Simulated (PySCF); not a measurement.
## Ionisation and electron attachment of phosphethene

Molecule: phosphethene, `C=P` (CH3P). Atom numbers as in the mapped SMILES `[CH2:1]=[PH:2]`.

Level of theory: ωB97X-D3(BJ)/ma-def2-TZVP single points in PySCF, grid level 2; every species was optimised with PBE0-D3(BJ)/ma-def2-SVP. ωB97X-D3(BJ) is ωB97X-V with D3(BJ) in place of VV10. Thermal corrections: PBE0-D3(BJ)/ma-def2-SVP frequencies, unscaled, ideal gas at 298.15 K and 1 bar, quasi-RRHO entropy.

Frontier levels of the parent: HOMO -10.13 eV, LUMO 0.16 eV.

Oxidation to the radical cation:
```
Vertical ionisation energy (electronic)              : 10.19 eV
Adiabatic ionisation energy (with zero-point energy) : 9.84 eV
Adiabatic, electronic part                           : 9.89 eV
Vertical gap at the product's structure              : 9.33 eV
Inner reorganisation energy (four-point)             : 858 meV
Relaxation of product / of parent                    : 296 / 562 meV
⟨S²⟩ of the product                                  : 0.788
Largest spin populations                             : P2 0.49, C1 0.47
Largest changes of atomic charge                     : P2 0.49, C1 0.21, H (on P2) 0.12, H (on C1) 0.09
Distances that move most (Å)                         : C1–P2 1.668 → 1.701; C1–H 1.095 → 1.104; C1–H 1.096 → 1.101
```

Reduction to the radical anion:
- Vertical electron affinity (electronic): -0.11 eV
- Adiabatic electron affinity (with zero-point energy): 0.08 eV
- Adiabatic, electronic part: -0.02 eV
- Vertical gap at the product's structure: 0.19 eV
- ⟨S²⟩ of the product: 0.759
- Largest spin populations: C1 0.61, P2 0.43
- Largest changes of atomic charge: P2 -0.56, C1 -0.26
- Distances that move most (Å): C1–P2 1.668 → 1.765; P2–H 1.436 → 1.443

Caveats: a negative vertical affinity means that the electron isn't bound at that structure, so the value and what is derived from it hang on the basis.

Hardware: 1 thread of Intel Xeon @ 2.60GHz, shared with other jobs. Command: `OMP_NUM_THREADS=1 python redox_run.py task.json out`. Structures, frequencies and single points: 84 s.
